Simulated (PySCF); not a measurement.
Atoms are numbered as in `[CH3:1][CH2:2][S:3](=[O:4])(=[O:5])[Cl:6]`. Each H is labelled by its parent atom.

Geometry: PBE0-D3(BJ)/def2-SVP; GIAO absolute shieldings from PySCF, gas phase, non-relativistic, averaged over equivalent atoms.

At PBE0/pcSseg-0 (72 basis functions, 4.2 s wall time on 1 thread of an Intel Xeon 6975P-C, shared host):
```json
{"atoms": "C2", "σ (ppm)": "119.7"}
{"atoms": "C1", "σ (ppm)": "182.9"}
{"atoms": "S3", "σ (ppm)": "108.7"}
{"atoms": "O4/O5", "σ (ppm)": "-58.3"}
{"atoms": "Cl6", "σ (ppm)": "302.9"}
{"atoms": "H(C2)", "σ (ppm)": "29.10"}
{"atoms": "H(C1)", "σ (ppm)": "30.87"}
```

Predict the values at PBE0/cc-pVTZ on the same geometry.

Results:


```csv
atoms,σ at PBE0/cc-pVTZ,change
C2,123.1,+3.4
C1,177.2,-5.7
S3,157.3,+48.6
O4/O5,21.2,+79.5
Cl6,377.5,+74.6
H(C2),27.98,-1.12
H(C1),29.73,-1.14
```

The largest change is at O4/O5 (S=O oxygen). Cost: 258 basis functions, 24 s wall time on 1 thread of an Intel Xeon 6975P-C, shared host.
